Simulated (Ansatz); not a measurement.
**CHAl (triplet): the correlation ladder at angle C2–Al1–H3 = 121.9°, 6-31G**

Aim: climb from Hartree-Fock through coupled cluster and multireference methods for CHAl (triplet) at one geometry and basis, and see what each rung misses.

Program: Ansatz 0.2.0, Gaussian basis. Level of theory: 6-31G, core rule «outside noble gas», up to 6 orbitals frozen. These are calculated values, not measurements.

To be run: UHF; CCSD(T) on ROHF; CCSD(T) on UHF; BCCD(T) on ROHF; CISD; CCSDT(Q) on ROHF; CCSDT(Q) on UHF; CCSDTQ on ROHF; CCSDTQ on UHF; CASSCF and MRCISD+Q, 4 electrons in 4 orbitals; CASSCF and NEVPT2, 4 electrons in 4 orbitals; CASSCF and MRCISD+Q, 8 electrons in 9 orbitals; CASSCF and NEVPT2, 8 electrons in 9 orbitals; Full CI.

15 further runs of the same task are left out: 14 that didn't finish, 1 set aside as unsound or not needed.

## 1. The geometry

The geometry derives from a PBE0/def2-TZVP stationary point (not a proven minimum). One angle is set to the value named; bond lengths are kept.

3 atoms, charge 0, spin multiplicity 3.

Atoms are counted from 1 here; the program's logs count them from 0.

Bond lengths: Al1–C2 1.916 Å, Al1–H3 1.601 Å. Angles: C2–Al1–H3 121.9°.

Coordinates:

```
Al   -0.2990    0.0000    0.4677
C     0.6315    0.0000   -1.2074
H     0.4784    0.0000    1.8672
```

## 2. UHF

The input, in.yaml:

```yaml
crystal:
  periodic: [false, false, false]
  atoms:
    - {symbol: Al, position_ang: [-0.298972, 0.000000, 0.467721]}
    - {symbol: C, position_ang: [0.631482, 0.000000, -1.207414]}
    - {symbol: H, position_ang: [0.478381, 0.000000, 1.867222]}
basis:
  gaussian: {orbitals: 6-31G}
magnetization: {spin_polarized: true, initial_magnetization: 2}
hamiltonian: {xc: hf}
output: {orbitals: {seedname: orbitals}}
```

Command:

```sh
$ ansatz run in.yaml --threads 1 --pin off --events-out ev --progress --plain --max-ram 2393MiB
```

After this run come: CCSD(T) on ROHF; CCSD(T) on UHF; BCCD(T) on ROHF; CISD; CCSDT(Q) on ROHF; CCSDT(Q) on UHF; CCSDTQ on ROHF; CCSDTQ on UHF; CASSCF and MRCISD+Q, 4 electrons in 4 orbitals; CASSCF and NEVPT2, 4 electrons in 4 orbitals; CASSCF and MRCISD+Q, 8 electrons in 9 orbitals; CASSCF and NEVPT2, 8 electrons in 9 orbitals; Full CI.

Q: Predict the results of all the runs planned. Wanted: FCI below the RHF energy; RMP2 from FCI; UMP2 from FCI; RCCSD from FCI; RCCSD(T) from FCI; UCCSD(T) from FCI; RCCSDT(Q) from FCI; UCCSDT(Q) from FCI; NEVPT2 pair from FCI.

The runs gave:

| quantity | value |
| --- | --- |
| FCI below the RHF energy | -3.8152 eV |
| RMP2 from FCI | +1223.9 meV |
| UMP2 from FCI | +950.0 meV |
| RCCSD from FCI | +225.7 meV |
| RCCSD(T) from FCI | +60.4 meV |
| UCCSD(T) from FCI | +90.1 meV |
| RCCSDT(Q) from FCI | +1.6 meV |
| UCCSDT(Q) from FCI | -0.1 meV |
| NEVPT2 pair from FCI | +752.1 meV |
| MRCISD+Q pair from FCI | +77.7 meV |
| NEVPT2 valence from FCI | +252.2 meV |
| levels within 1 kcal/mol (43 meV) | RCCSDT, UCCSDT, RCCSDT(Q), UCCSDT(Q), RCCSDTQ, UCCSDTQ, MRCISD valence, MRCISD+Q valence |
| T1 diagnostic | 0.081 |
| effectively unpaired electrons | 2.51 |

In words: RCCSD(T) misses by +60.4 meV, 1.6 % of the correlation energy. CCSD(T) misses by +60.4 meV on the restricted determinant and by +90.1 meV on the unrestricted one; the two need not hold the same state or core. The occupations show some static correlation. Of the multireference levels listed MRCISD+Q valence comes nearest in total energy (+18.0 meV), which doesn't show that its space is the better one. These misses are within one basis, not against nature; the frozen cores of restricted and unrestricted runs differ, which can shift their rows.
